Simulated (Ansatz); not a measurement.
A calculation with Ansatz (development build ahead of 0.2.0).

```yaml
crystal:
  periodic: [false, false, false]
  atoms:
    - { symbol: H, position_ang: [-1.03678, -1.70884, 1.13319] }
    - { symbol: "N", position_ang: [-0.40234, -0.92069, 0.97161] }
    - { symbol: S, position_ang: [3.35892, -1.73985, 2.92679] }
basis:
  gaussian: { orbitals: cc-pVDZ }
magnetization:
  spin_polarized: true
hamiltonian:
  xc: hf
correlation:
  method: ccsd_t
  frozen_orbitals: { H: 0, "N": 1, S: 5 }
```

The input is written out in the form of the current development build from the run's settings.

Output:

```json
{
 "Converged": "yes",
 "Reference energy": "-452.46380 hartree",
 "CCSD correlation energy": "-0.22559 hartree",
 "Triples correction": "-0.00264 hartree",
 "Total energy": "-452.69203 hartree",
 "T1 diagnostic": "0.008",
 "Largest doubles amplitude": "0.05"
}
```
